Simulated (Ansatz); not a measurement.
```yaml
crystal:
  periodic: [false, false, false]
  atoms:
    - {symbol: Au, position_ang: [-0.136621, -0.000182, -0.000281]}
    - {symbol: C, position_ang: [1.849031, 0.002467, 0.003808]}
    - {symbol: H, position_ang: [2.330961, 0.967241, 0.001989]}
    - {symbol: H, position_ang: [2.333523, -0.961017, 0.007618]}
basis:
  gaussian: {orbitals: def2-TZVP}
total_charge: 1
magnetization: {spin_polarized: true, initial_magnetization: 2}
hamiltonian: {xc: pbe0}
relax: {f_tol: 0.004, max_steps: 80}
```

```sh
$ ansatz run in.yaml --threads 1 --pin off --events-out ev --progress --plain --max-ram 2176MiB
```

Steps of the relaxation (energy above the last step; positions in Å, forces in eV/Å):

```
4
step 1, 27.5 meV
Au   -0.137    0.000    0.000    0.296    0.000    0.001
C     1.849    0.002    0.004    0.103    0.000    0.000
H     2.331    0.967    0.002   -0.200    0.426   -0.002
H     2.334   -0.961    0.008   -0.199   -0.427    0.001
```

```
4
step 2, 4.9 meV
Au   -0.112    0.000    0.000    0.012    0.000    0.000
C     1.860    0.002    0.004    0.242    0.000    0.000
H     2.313    0.988    0.002   -0.127    0.101   -0.001
H     2.316   -0.982    0.008   -0.127   -0.102    0.000
```

```
4
step 3, 0.2 meV
Au   -0.100    0.000    0.000   -0.054    0.000    0.000
C     1.873    0.002    0.004    0.091    0.000    0.000
H     2.301    1.001    0.002   -0.018   -0.014    0.000
H     2.303   -0.995    0.008   -0.018    0.014    0.000
```

```
4
step 5, 0.0 meV
Au   -0.101    0.000    0.000    0.000    0.000    0.000
C     1.875    0.003    0.004    0.000    0.000    0.000
H     2.300    1.002    0.002    0.000    0.000    0.000
H     2.303   -0.995    0.008    0.000    0.000    0.000
```

Close pairs at the end: C2–H4 1.086 Å, C2–H3 1.086 Å, Au1–C2 1.977 Å.

A stationary point of unrestricted PBE0 after 5 steps, with ⟨S²⟩ = 2.011 against 2.00 for a pure state; no frequencies were run, so it isn't proven a minimum. 14 s on 1 thread of Intel Xeon 6975P-C, shared host.
